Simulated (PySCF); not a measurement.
# Assignment exercise: C₃H₇ClO

Cartesian coordinates in Å; atom numbers follow the order of the lines, from 1:
```xyz
12

C    -1.882    0.418   -0.034
O    -0.678    0.054    0.594
C     0.402   -0.040   -0.304
C     1.630   -0.438    0.499
Cl    3.038   -0.575   -0.573
H    -1.799    1.400   -0.515
H    -2.637    0.459    0.748
H    -2.176   -0.320   -0.789
H     0.196   -0.794   -1.079
H     0.574    0.926   -0.804
H     1.478   -1.405    0.977
H     1.855    0.315    1.254
```

- NMR shieldings at PBE0/pcSseg-1/GIAO
- geometry from GFN2-xTB
- program: PySCF 2.14.0 with density-fitted response routines
- rapidly exchanging positions averaged, gas phase, one computed conformer, non-relativistic

δ = σ(ref) − σ, references computed at the same level: TMS for ¹³C and ¹H.

Task: Assign these signals to the numbered atoms. ¹³C{¹H} NMR (computed): δ 78.0, 61.6, 46.8.

Result: 
78.0 → C3, sp3 CH2 bonded to O: deshielded by the electronegative neighbour
61.6 → C1, methyl carbon bonded to O: deshielded by the electronegative neighbour
46.8 → C4, sp3 CH2 bonded to Cl: the inductive effect lowers its shielding

Task: Assign these signals to the numbered atoms. ¹H NMR (300 MHz, computed): δ 3.59 (m, 2H), 3.57 (s, 3H), 3.45 (m, 2H).

Result: 
3.59 → H11/H12, hydrogen on an sp3 CH2 bonded to Cl: its carbon carries Cl, hence the downfield position
3.57 → H6/H7/H8, hydrogen on a methyl carbon bonded to O: its carbon carries O, which withdraws density
3.45 → H9/H10, hydrogen on an sp3 CH2 bonded to O: its carbon carries O, which withdraws density

H11/H12 and H6/H7/H8 lie closer than the usual error of such a calculation, so a measured spectrum could show them in the other order.

Carbons that carry Cl, above all several Cl atoms, come out too deshielded, partly because spin–orbit coupling is missing. Shifts are as computed. Against solution values, carbons near 30 ppm lie about +3 ppm off and those near 130 ppm about +5 ppm; carbons on Cl a further +6 ppm (rms about the fit 2.1 ppm; single classes can miss by 10 ppm). Of 1328 compounds with measured shifts, 309 miss one by over three times the rms of a fit or turn the order of signals round; such compounds aren't used in these exercises. Signals without a measured value on file couldn't be tested in this way; 1H shifts scatter by 0.2 ppm about their fit, and single ones miss by 0.5 ppm. No couplings were computed; multiplicities are counted from neighbouring protons, with m where these are inequivalent, close in shift, in a saturated or five-membered ring or joined by F or P, and br s for small geminal =CH2 splittings.
